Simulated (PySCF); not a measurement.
Nuclear quadrupole coupling in trans 3-chloropropionitrile

Trans 3-chloropropionitrile, C3H4ClN.
Structure used (PBE0-D3(BJ)/def2-SVP), in Å, numbered top down from 1:
```xyz
9
C3H4ClN angstrom
N      1.6624   -2.0795   -0.3368
C      0.7618   -1.3915   -0.1041
C     -0.3504   -0.4926    0.1787
C      0.0144    0.9579   -0.1146
Cl    -1.3706    2.0191    0.2314
H     -0.6419   -0.6014    1.2352
H     -1.2193   -0.7918   -0.4284
H      0.2874    1.0916   -1.1698
H      0.8562    1.2880    0.5085
```

Field gradients from the PBE0/pcSseg-1 density (PySCF, non-relativistic), principal values in atomic units, ordered |Vxx| ≤ |Vyy| ≤ |Vzz|:

| atom | Vxx | Vyy | Vzz |
| --- | --- | --- | --- |
| N1 | 0.4430 | 0.5124 | -0.9554 |
| Cl5 | -1.9795 | -2.0848 | 4.0644 |

**Question.** Find the asymmetry η = (Vxx − Vyy)/Vzz and the couplings χ = eQV/h (234.96 MHz × Q in barn × V in au), with Q(14N) = 0.02044 b, Q(35Cl) = −0.0817 b.

**Answer.** 
| atom | environment | nucleus | η | χzz (MHz) | χxx (MHz) | χyy (MHz) |
| --- | --- | --- | --- | --- | --- | --- |
| N1 | nitrile nitrogen | 14N | 0.07 | -4.589 | 2.128 | 2.461 |
| Cl5 | alkyl chlorine | 35Cl | 0.03 | -78.02 | 38.00 | 40.02 |

The gradient is axial or nearly so (η below 0.05) at Cl5. 

**Question.** What is Vzz at Cl5 in SI units (1 au = 9.71736 × 10²¹ V/m²)?

**Answer.** 4.0644 au = 39.495 × 10²¹ V/m².

The structure is a single PBE0-D3(BJ)/def2-SVP conformer in the gas phase; no vibrational or solvent corrections. The basis is small and wasn't made for field gradients, so the couplings can be 20 % off.
